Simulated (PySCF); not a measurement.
Gas-phase reaction: (CH3)3Si + 2 SiH3F = (CH3)3SiF + SiH4 + SiH2F

Energies from PySCF, thermal terms from the rigid-rotor harmonic-oscillator model, ideal gas at 1 bar. † marks an energy on the PBE0/def2-TZVP geometry and frequencies; other levels use their own. MP2 and CCSD(T) freeze the core. Open shells (unrestricted): (CH3)3Si (multiplicity 2), SiH2F (multiplicity 2); the rest are closed-shell singlets. (CH3)3Si, SiH2F: computed as isolated molecules; such fragments, hydroxides, amides, oligomers or adducts are transient or little studied in the gas. MP2 isn't extrapolated to the basis-set limit; its ΔH°(298 K) is -31.9 kJ in def2-SVP and -27.8 kJ in def2-TZVPP. CCSD(T) isn't extrapolated to the basis-set limit. The harmonic model lacks anharmonicity and excited electronic states, which grow with temperature; levels with a mode under 35 cm⁻¹ are left out. Internal rotation in (CH3)3Si, (CH3)3SiF is treated as a harmonic vibration of one conformer, which makes the entropy rough.

```tsv
level	ΔE electronic, kJ	ΔH°(298 K), kJ	ΔS°(298 K), J/K	ΔG°(1800 K), kJ
CCSD(T)/def2-SVP†	-29	-33	-7	-27
M06-2X/def2-TZVP†	-24	-28	-7	-22
MP2/def2-SVP†	-28	-32	-7	-26
MP2/def2-TZVPP†	-24	-28	-7	-22
PBE/def2-SVP	-37	-41	-8	-34
PBE/def2-TZVP†	-29	-33	-7	-27
PBE0/def2-SVP†	-35	-39	-7	-34
r2SCAN/def2-TZVP†	-30	-34	-7	-28
ωB97X-V/def2-TZVP†	-30	-34	-7	-29
```
ΔH° is lowest at PBE/def2-SVP and highest at MP2/def2-TZVPP†. No reference value is set beside these.
